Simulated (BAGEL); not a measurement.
# HF/6-31G(d) (density fitting with qzvpp-jkfit, spherical functions) run of BSiH5 (SMILES B[SiH3])

What is the vertical singlet–triplet gap of BSiH5 at HF/6-31G* (density fitting with qzvpp-jkfit, spherical functions)? 

The results are computed with BAGEL 1.2.2.

20 further runs of the same task are left out: 20 set aside as unsound or not needed.

## 1. The structure to begin with

The species is BSiH5 (7 atoms), meant as a singlet with charge 0. As SMILES, `B[SiH3]`. Geometry: relaxed at PBE0-D4/def2-TZVP.

Bond lengths: B1–Si2 2.010 Å, B1–H3 1.196 Å, B1–H4 1.195 Å, Si2–H5 1.492 Å, Si2–H6 1.492 Å, Si2–H7 1.487 Å. Angles: B1–Si2–H5 108.8°, B1–Si2–H6 108.8°, B1–Si2–H7 115.1°, Si2–B1–H3 118.9°, Si2–B1–H4 123.6°, H5–Si2–H6 107.3°, H5–Si2–H7 108.3°, H6–Si2–H7 108.3°, H3–B1–H4 117.5°.

## 2. A single-point energy at HF/6-31G(d) (density fitting with qzvpp-jkfit, spherical functions)

Input file input.json:

```json
{ "bagel" : [

{
  "title" : "molecule",
  "basis" : "6-31gs.json",
  "df_basis" : "qzvpp-jkfit",
  "angstrom" : "true",
  "geometry" : [
    { "atom" : "B", "xyz" : [   -0.043200,   -1.189000,    0.204300 ] },
    { "atom" : "Si", "xyz" : [    0.089100,    0.785300,   -0.148500 ] },
    { "atom" : "H", "xyz" : [   -1.126000,   -1.690600,    0.290100 ] },
    { "atom" : "H", "xyz" : [    0.906400,   -1.902500,    0.335400 ] },
    { "atom" : "H", "xyz" : [   -0.616000,    1.093400,   -1.427200 ] },
    { "atom" : "H", "xyz" : [   -0.623600,    1.516700,    0.939600 ] },
    { "atom" : "H", "xyz" : [    1.474500,    1.318800,   -0.239500 ] }
  ]
},
{
  "title" : "hf"
},
{
  "title" : "print",
  "file" : "orbitals.molden",
  "orbitals" : "true"
}

]}
```

The basis set 6-31G* is read from a file made from the Basis Set Exchange's data (not shown).

Started as:

```
$ BAGEL_NUM_THREADS=1 BAGEL input.json > input.out
```

Log:

```text
* using 1 threads per process

  ===============================================================
  ===============================================================

  *** Geometry ***

  { "atom" : "B", "xyz" : [     -0.081636,     -2.246884,      0.386071 ] },
  { "atom" : "Si", "xyz" : [      0.168375,      1.484002,     -0.280624 ] },
  { "atom" : "H", "xyz" : [     -2.127832,     -3.194771,      0.548210 ] },
  { "atom" : "H", "xyz" : [      1.712848,     -3.595204,      0.633814 ] },
  { "atom" : "H", "xyz" : [     -1.164071,      2.066227,     -2.697017 ] },
  { "atom" : "H", "xyz" : [     -1.178433,      2.866148,      1.775587 ] },
  { "atom" : "H", "xyz" : [      2.786401,      2.492171,     -0.452589 ] },

  Number of auxiliary basis functions:      293

  Since a DF basis is specified, we compute 2- and 3-index integrals:
    o Being stored without compression. Storage requirement is 0.004 GB

  Number of basis functions:       42
  Number of electrons      :       24

    * METHOD: MOLECULE                             0.11

  *** RHF ***

  === Nuclear Repulsion ===
    47.5644489367

      * DIIS with orbital gradients will be used.

  === RHF iteration (6-31gs.json) ===
      0       -316.42186380          0.01299019           0.01
      1       -316.45736834          0.00350771           0.01
      2       -316.46061334          0.00054000           0.01
      3       -316.46068905          0.00013455           0.01
      4       -316.46069609          0.00002132           0.01
      5       -316.46069628          0.00000385           0.01
      6       -316.46069629          0.00000070           0.01
      7       -316.46069629          0.00000016           0.01
      8       -316.46069629          0.00000002           0.01
      9       -316.46069629          0.00000001           0.01
    * SCF iteration converged.

    * Permanent dipole moment:
           (   -0.025826,     0.201013,    -0.036141) a.u.

    * METHOD: HF                                   0.23

    * METHOD: PRINT                                0.00

  ===============================================================
```

It took 0.65 s on 1 thread of Intel Xeon Platinum 8488C (Sapphire Rapids), shared host.

## 3. The triplet at the same level

Input file hf.json:

```json
{ "bagel" : [

{
  "title" : "molecule",
  "basis" : "6-31gs.json",
  "df_basis" : "qzvpp-jkfit",
  "angstrom" : true,
  "geometry" : [
    { "atom" : "B", "xyz" : [   -0.043200,   -1.189000,    0.204300 ] },
    { "atom" : "Si", "xyz" : [    0.089100,    0.785300,   -0.148500 ] },
    { "atom" : "H", "xyz" : [   -1.126000,   -1.690600,    0.290100 ] },
    { "atom" : "H", "xyz" : [    0.906400,   -1.902500,    0.335400 ] },
    { "atom" : "H", "xyz" : [   -0.616000,    1.093400,   -1.427200 ] },
    { "atom" : "H", "xyz" : [   -0.623600,    1.516700,    0.939600 ] },
    { "atom" : "H", "xyz" : [    1.474500,    1.318800,   -0.239500 ] }
  ]
},
{ "title" : "uhf", "nopen" : 2 },
{ "title" : "print", "file" : "orbitals.molden", "orbitals" : true }

]}
```

The basis set 6-31G* is read from a file made from the Basis Set Exchange's data (not shown).

Started as:

```
$ BAGEL_NUM_THREADS=1 BAGEL hf.json > hf.out
```

Log:

```text
* using 1 threads per process

  ===============================================================
  ===============================================================

  *** Geometry ***

  { "atom" : "B", "xyz" : [     -0.081636,     -2.246884,      0.386071 ] },
  { "atom" : "Si", "xyz" : [      0.168375,      1.484002,     -0.280624 ] },
  { "atom" : "H", "xyz" : [     -2.127832,     -3.194771,      0.548210 ] },
  { "atom" : "H", "xyz" : [      1.712848,     -3.595204,      0.633814 ] },
  { "atom" : "H", "xyz" : [     -1.164071,      2.066227,     -2.697017 ] },
  { "atom" : "H", "xyz" : [     -1.178433,      2.866148,      1.775587 ] },
  { "atom" : "H", "xyz" : [      2.786401,      2.492171,     -0.452589 ] },

  Number of auxiliary basis functions:      293

  Since a DF basis is specified, we compute 2- and 3-index integrals:
    o Being stored without compression. Storage requirement is 0.004 GB

  Number of basis functions:       42
  Number of electrons      :       24

    * METHOD: MOLECULE                             0.10

  *** Open-shell HF ***

  === Nuclear Repulsion ===
    47.5644489367

      * DIIS with orbital gradients will be used.

  === UHF iteration (6-31gs.json) ===
      0       -316.27009412          0.02907228           0.02
      1       -316.32511810          0.00881699           0.03
      2       -316.33130409          0.00379388           0.03
      3       -316.33287876          0.00143967           0.03
      4       -316.33318604          0.00064354           0.03
      5       -316.33329939          0.00016420           0.03
      6       -316.33331171          0.00004487           0.03
      7       -316.33331264          0.00002132           0.03
      8       -316.33331281          0.00001378           0.03
      9       -316.33331290          0.00000741           0.03
     10       -316.33331292          0.00000233           0.03
     11       -316.33331293          0.00000093           0.03
     12       -316.33331293          0.00000037           0.03
     13       -316.33331293          0.00000021           0.03
     14       -316.33331293          0.00000009           0.03
     15       -316.33331293          0.00000004           0.03
     16       -316.33331293          0.00000003           0.03
     17       -316.33331293          0.00000001           0.03
     18       -316.33331293          0.00000001           0.03
    * SCF iteration converged.

    * S^2 (UHF) is 2.0107

    * Permanent dipole moment:
           (   -0.113702,    -0.859617,     0.153358) a.u.

    * METHOD: UHF                                  0.69

    * METHOD: PRINT                                0.01

  ===============================================================
```

It took 1.1 s on 1 thread of Intel Xeon Platinum 8488C (Sapphire Rapids), shared host.

## 4. What came out

At HF/6-31G* (density fitting with qzvpp-jkfit, spherical functions):

| quantity | value |
| --- | --- |
| singlet: total energy | -316.46070 Eh |
| singlet: dipole moment | 0.52 D |
| singlet: HOMO energy | -11.37 eV |
| singlet: LUMO energy | 1.60 eV |
| singlet: HOMO–LUMO gap | 12.97 eV |
| triplet: total energy | -316.33331 Eh |
| triplet: dipole moment | 2.24 D |
| triplet: ⟨S²⟩ | 2.011 |
| vertical energy of the triplet above the singlet | 3.466 eV |

What this shows: At this shape the triplet lies 3.47 eV (80 kcal/mol) above the singlet.
